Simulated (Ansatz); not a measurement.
Relaxing CuPb2

The calculation used Ansatz, DFT PBE, scalar-relativistic, plane waves, PAW. Cutoff 420 eV, Γ-centred k mesh, Gaussian smearing, no spin polarisation in the final step.

The start puts CuPb2 on the CaC2 structure type (I4/mmm, No. 139), with Cu in place of Ca, Pb in place of C, at a guessed volume.

```yaml
crystal:
  lattice:
    - [-2.28663, 2.28663, 3.75031]
    - [2.28663, -2.28663, 3.75031]
    - [2.28663, 2.28663, -3.75031]
  atoms:
    - { symbol: Cu, position: [0.00000, 0.00000, 0.00000] }
    - { symbol: Pb, position: [0.59300, 0.59300, 0.00000] }
    - { symbol: Pb, position: [0.40700, 0.40700, 0.00000] }
```

Cell and atoms relax at zero pressure; the relaxation can't lower the symmetry of the start. After a coarse first stage the cell is made exact in the group found at 0.06 Å.

The zero of energy is the elements' standard structures at the same level; no fitted shifts are applied.

Q: Describe the relaxed structure.

A: It keeps I4/mmm (No. 139), but not the shape of the type it started on. Conventional cell: a = 3.371 Å, c = 13.212 Å. Cu has 8 Pb at 2.98 Å and 4 Cu at 3.37 Å; Pb is coordinated by 4 Cu at 2.98 Å, 4 Pb at 3.37 Å, 1 Pb at 3.58 Å and 4 Pb at 3.85 Å.

```cif
data_structure
_symmetry_space_group_name_H-M 'I4/mmm'
_symmetry_Int_Tables_number 139
_cell_length_a 3.3713
_cell_length_b 3.3713
_cell_length_c 13.2120
_cell_angle_alpha 90.000
_cell_angle_beta 90.000
_cell_angle_gamma 90.000
_cell_volume 150.16
loop_
_atom_site_label
_atom_site_type_symbol
_atom_site_symmetry_multiplicity
_atom_site_Wyckoff_symbol
_atom_site_fract_x
_atom_site_fract_y
_atom_site_fract_z
_atom_site_occupancy
Cu1 Cu 2 a 0.00000 0.00000 0.00000 1
Pb1 Pb 4 e 0.50000 0.50000 0.13546 1
```

Q: What are its volume, energy, density and gap?

A: The volume per atom is 25.03 Å³, the density is 10.57 g/cm³ and the energy over the elements is 0.16 eV/atom. The gap on the 20×20×20 mesh is 0 eV (a metal).

The final run used a 20×20×20 mesh on its 3-atom cell and 0.10 eV smearing. The k mesh leaves about 4 meV/atom of noise in metals. Spin–orbit coupling is left out. A structure relaxed within its symmetry needn't be a true minimum.

Cost: 3 runs of about 7.7 core-minutes in all, on Arm Neoverse V2 (shared hosts).